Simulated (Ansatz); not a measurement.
A made-up structure of MgSiH3, doublet:

```
5
angstrom
Mg 0.5323 -1.1720 0.7923
Si -0.4282 0.8164 -0.4071
H 1.1416 -2.4970 1.6651
H 1.0529 -2.4068 -0.2859
H 0.2999 2.0959 -0.6551
```

It is relaxed with PBE-D4/def2-SVP and then PBE0-D4/def2-TZVP (Ansatz 0.2.0). Atoms count as bonded within 1.22 times the sum of their covalent radii (H–H: 0.88 Å). The end point is not checked to be a true minimum.

Does its bonding change? (Judge from chemistry; the calculation decides.)

Computed: Yes. Formed: Si2–H4; broken: Mg1–H4.

Where it ends: The first stage lowers the energy by 2.97 eV in 23 steps. It ends as MgSiH₃ ([MgH][SiH2]):
Mg1  (0.720, -1.521, 1.428)
Si2  (0.242, -0.060, -0.560)
H3  (0.968, -2.516, 2.784)
H4  (0.350, -0.498, -1.983)
H5  (0.318, 1.431, -0.559)
(Å)

Labels in which every atom is bracketed show which atoms are joined, not bond orders.

For scale, one of the runs: PBE0-D4/def2-TZVP relaxation, 87 basis functions, launched by `ansatz run in.yaml --threads 2 --pin off --events-out ev --progress --plain --max-ram 4352MiB`. The run took about 11 s on 2 CPU threads of an Intel Xeon Platinum 8223CL (shared host).
